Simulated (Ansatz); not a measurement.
Geometry optimisation, Ansatz, RKS PBE0-D4/STO-3G.

Input:

```yaml
crystal:
  periodic: [false, false, false]
  atoms:
    - { symbol: C, position_ang: [0.6617, -2.8198, 0.8669] }
    - { symbol: C, position_ang: [1.2038, -1.4047, 0.8243] }
    - { symbol: C, position_ang: [0.7483, -0.3191, 0.1424] }
    - { symbol: S, position_ang: [-0.5405, -0.2857, -0.8667] }
    - { symbol: C, position_ang: [-0.6694, 1.4467, -1.3696] }
    - { symbol: C, position_ang: [-1.2203, 2.3441, -0.2389] }
    - { symbol: H, position_ang: [-0.2588, -2.878, 0.2471] }
    - { symbol: H, position_ang: [1.3882, -3.484, 0.4898] }
    - { symbol: H, position_ang: [0.3543, -3.0213, 1.9266] }
    - { symbol: H, position_ang: [2.1056, -1.2867, 1.4573] }
    - { symbol: H, position_ang: [1.3416, 0.5996, 0.28] }
    - { symbol: H, position_ang: [-1.3047, 1.5415, -2.2106] }
    - { symbol: H, position_ang: [0.2754, 1.8195, -1.6718] }
    - { symbol: H, position_ang: [-2.2555, 2.0312, 0.0715] }
    - { symbol: H, position_ang: [-1.2792, 3.3527, -0.5726] }
    - { symbol: H, position_ang: [-0.5733, 2.3416, 0.6685] }
basis:
  gaussian: { orbitals: STO-3G }
hamiltonian:
  xc: pbe0
  dispersion: d4
relax:
  f_tol: 0.02
  max_steps: 40
scf:
  lower_state_search: "off"
```

Launched with:

```bash
$ ansatz run input.yaml --threads 1 --pin off --max-ram 2048MiB --backend cpu --events-out ev --progress --plain --runs-dir out
```

Task: Where does it end, and by what steps?

Result: It converged. Limits of this set-up: minimal basis. After 6 steps the energy has fallen by 0.631 eV; H7 moved furthest, 0.16 Å.

```csv
step,energy less start (eV),largest force component (eV/Å),accepted
0,0.0000,4.454,yes
1,-0.5457,1.794,yes
2,-0.5969,0.874,yes
3,-0.6114,0.418,yes
4,-0.5957,0.510,no
5,-0.6306,0.079,yes
6,-0.6315,0.019,yes
```

```xyz
16
Properties=species:S:1:pos:R:3
C 0.619 -2.736 0.860
C 1.230 -1.347 0.880
C 0.790 -0.303 0.167
S -0.576 -0.359 -0.948
C -0.662 1.414 -1.357
C -1.206 2.301 -0.215
H -0.321 -2.741 0.293
H 1.303 -3.464 0.397
H 0.410 -3.088 1.881
H 2.103 -1.212 1.528
H 1.305 0.661 0.245
H -1.326 1.498 -2.230
H 0.331 1.776 -1.666
H -2.213 1.981 0.082
H -1.257 3.349 -0.541
H -0.554 2.247 0.667
```

Whether the end is a true minimum wasn't checked by a vibrational analysis.

Time of the run: 7.1 s on 1 thread of AMD EPYC 9R45 96-Core Processor (Zen 5), on a shared host, peak memory 0.13 GiB.
